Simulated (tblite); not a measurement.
Species: C3H4ClS (doublet state).
Numbering: `[CH2:1][S:2][C:3](=[CH2:4])[Cl:5]` (hydrogens: H6, H7 on C1; H8, H9 on C4)
Bond orders are those of one Lewis drawing.

Computed with GFN2-xTB (tblite), gas phase: L-BFGS steps from a force-field or distance-geometry start until the largest atomic force falls under 0.01 eV/Å.

Step 26: E = -439.3210 eV
```
atom  x, y, z in Å  |  force x, y, z in eV/Å
C1      1.9383    0.2700   -0.0450    0.131   0.100   0.032
S2      0.7975   -0.4429    0.9848   -0.104  -0.041  -0.004
C3     -0.6136   -0.4697   -0.1040   -0.015   0.002  -0.061
C4     -1.7859    0.0270    0.2567    0.018  -0.026  -0.012
Cl5    -0.3320   -1.1603   -1.6726   -0.023   0.073   0.131
H6      2.9466    0.2906    0.3163    0.001  -0.030  -0.019
H7      1.6015    1.0185   -0.7344    0.029  -0.033  -0.065
H8     -1.9032    0.4706    1.2314   -0.041  -0.049  -0.074
H9     -2.6356    0.0022   -0.4039    0.003   0.003   0.073
```

Step 27: E = -439.3234 eV
```
atom  x, y, z in Å  |  force x, y, z in eV/Å
C1      1.9460    0.2683   -0.0484    0.069   0.088   0.051
S2      0.7988   -0.4357    0.9852   -0.060   0.011  -0.014
C3     -0.6167   -0.4618   -0.0982   -0.005   0.023  -0.043
C4     -1.7941    0.0265    0.2594    0.053  -0.057  -0.019
Cl5    -0.3246   -1.1493   -1.6655   -0.046   0.069   0.098
H6      2.9569    0.2796    0.3076   -0.029  -0.037  -0.012
H7      1.6137    1.0196   -0.7382    0.033  -0.056  -0.046
H8     -1.9273    0.4666    1.2336   -0.005  -0.049  -0.074
H9     -2.6392   -0.0078   -0.4061   -0.011   0.006   0.059
```

Question: Estimate the geometry and energy of step 28. (The exact step hangs on the optimiser's Hessian estimate; all steps are aligned on step 27, rigid shifts and turns removed.)

Answer: E = -439.3251 eV, largest force 0.102 eV/Å
```
atom  x, y, z in Å  |  force x, y, z in eV/Å
C1      1.9538    0.2668   -0.0513   -0.026   0.065   0.074
S2      0.7985   -0.4263    0.9862    0.012   0.060  -0.018
C3     -0.6188   -0.4534   -0.0944    0.008   0.036  -0.004
C4     -1.8016    0.0231    0.2616    0.050  -0.050  -0.028
Cl5    -0.3168   -1.1372   -1.6571   -0.055   0.042   0.013
H6      2.9664    0.2676    0.2988   -0.033  -0.040   0.004
H7      1.6248    1.0198   -0.7416    0.042  -0.068  -0.037
H8     -1.9487    0.4619    1.2330    0.028  -0.038  -0.028
H9     -2.6440   -0.0163   -0.4058   -0.025  -0.007   0.024
```

The energy changes by -0.0017 eV. The first-order estimate −F·Δx gives -0.0026 eV and the mean of the old and new forces, exact on a quadratic surface, -0.0017 eV. The step makes an angle of 75° with the force vector and moves no atom by more than 0.022 Å.
